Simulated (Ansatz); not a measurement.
C6H6 can be A, `c1ccccc1`, or B, `C=C1C=CC1=C`.

Isolated molecules relaxed with PBE0-D4/def2-TZVP in Ansatz; ΔE leaves out vibrations. CCSD(T)/CBS is the MP2 limit (def2-TZVPP, def2-QZVPP) plus CCSD(T) − MP2 in def2-TZVPP, frozen cores. DFT in def2-TZVPP. B3LYP here is the variant with VWN-RPA as its local correlation; programs differ in this.

(1) Which isomer does CCSD(T)/CBS put lower? Give the gap. (Best estimate.)

(2) Give E(B) − E(A) in kcal/mol with B2PLYP, B3LYP-D4, B3LYP, ωB97M-V, HF/def2-TZVPP, PBE0-D4, CCSD(T)/def2-SVP. (Best estimate.)

Largest T1 diagnostic: 0.013.

Answers

(1) The calculation gave: A, by 63.5 kcal/mol.

(2) The calculation gave: B2PLYP 65.9, B3LYP-D4 65.5, B3LYP 64.4, ωB97M-V 65.2, HF/def2-TZVPP 65.2, PBE0-D4 65.8, CCSD(T)/def2-SVP 64.2. None reverses the order clearly.

The D4 term adds +1.1 kcal/mol with B3LYP and +0.5 kcal/mol with PBE0; it sums over pairs of atoms, weighted by their polarisabilities, and B3LYP, whose exchange is more repulsive, gets the larger term. From r2SCAN to r2SCAN0 (25 % exact exchange), in def2-TZVPP and without D4, E(B) − E(A) moves by +1.6 kcal/mol.
